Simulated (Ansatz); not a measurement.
Worked example: building the atomization energy of NClO, singlet

Measured: the G2/97 heats of formation, with zero-point and thermal terms from B3LYP taken off, give an electronic atomization energy of 191.3 kcal/mol (Curtiss et al., J. Chem. Phys. 106, 1063 (1997); Staroverov et al., J. Chem. Phys. 119, 12129 (2003)). The calculation below tries to reproduce it.

Geometry (MP2(full)/6-31G*, from the G2/97 set):

```yaml
atoms:
  - { symbol: Cl, position_ang: [-0.5258, -0.9400, 0.0000] }
  - { symbol: N, position_ang: [0.0119, 1.0183, 0.0000] }
  - { symbol: O, position_ang: [1.1546, 1.1916, 0.0000] }
```

Atomization energies (atoms less molecule, kcal/mol) from Ansatz 0.2.0, frozen cores, restricted molecule, unrestricted atoms (their steps beyond CCSDT(Q) from restricted open-shell runs), sets cc-pV(D+d)Z, cc-pV(T+d)Z, cc-pV(Q+d)Z:

| level | DZ | TZ | QZ |
| --- | --- | --- | --- |
| HF | 34.27 | 39.18 | 39.86 |
| CCSD(T) | 161.94 | 177.18 | 184.10 |
| CCSDT | 162.48 | 176.86 | – |
| CCSDT(Q) | 164.52 | 179.24 | – |
| CCSDTQ | 164.16 | – | – |

Problem. Extrapolate Hartree–Fock with exp(−5.46 √X) and the CCSD(T) correlation part with X⁻³ (X = 3, 4), add each higher step from the largest set that has it, and compare with the measured value.

Solution. Hartree–Fock: 39.86 + (39.86 − 39.18) × 0.301 = 40.06.
Correlation: TZ 138.00, QZ 144.24; (64 × 144.24 − 27 × 138.00) / 37 = 148.79.
Full triples (TZ): 176.86 − 177.18 = -0.32.
(Q) (TZ): 179.24 − 176.86 = 2.38.
Full quadruples (DZ): 164.16 − 164.52 = -0.36.
Sum: 190.5 kcal/mol, 0.8 below the measured 191.3.

The steps beyond CCSD(T) add 1.70 kcal/mol, while going from QZ to the limit adds 4.75. Core correlation, scalar relativity, spin–orbit terms and the relaxation from this MP2 geometry are missing from the sum, and the measured value has its own uncertainty.
